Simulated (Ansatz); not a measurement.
System: 2H MoTe2. Method: PBE0 (Ansatz, a program for electronic structure, PAW).

Settings: plane-wave cutoff 460 eV, 9×9×2 k mesh (along the axes of the cell as run), Fermi–Dirac smearing 0.01 eV, no spin polarisation, scalar-relativistic PAW data made under PBE.

Cell (measured lattice):

Space group P6₃/mmc (No. 194); a = b = 3.5180 Å, c = 13.9740 Å, α = β = 90.00°, γ = 120.00°

| atom | site | symmetry | x | y | z |
|---|---|---|---|---|---|
| Te | 4f | 3m. | 0.6667 | 0.3333 | 0.1210 |
| Mo | 2c | -6m2 | 0.3333 | 0.6667 | 0.2500 |

What does this level give for the band gap, smallest direct gap on the k points sampled and Γ–Γ gap?


band gap: 1.75 eV
smallest direct gap on the k points sampled: 2.09 eV
Γ–Γ gap: 4.18 eV

Measured, for comparison: band gap 1.06 ± 0.01 eV (4 K, zero-point motion not removed, indirect, absorption from ellipsometry, single crystal; as tabulated in Gulo et al. (2023), doi:10.1103/physrevmaterials.7.044001).

Note: cell and atoms aren't relaxed at this level (largest force component 0.35 eV/Å, pressure -0.7 GPa).

Spin–orbit coupling is not included; with these elements it can move the gap by several tenths of an eV or more.

Computed values are for the static lattice.
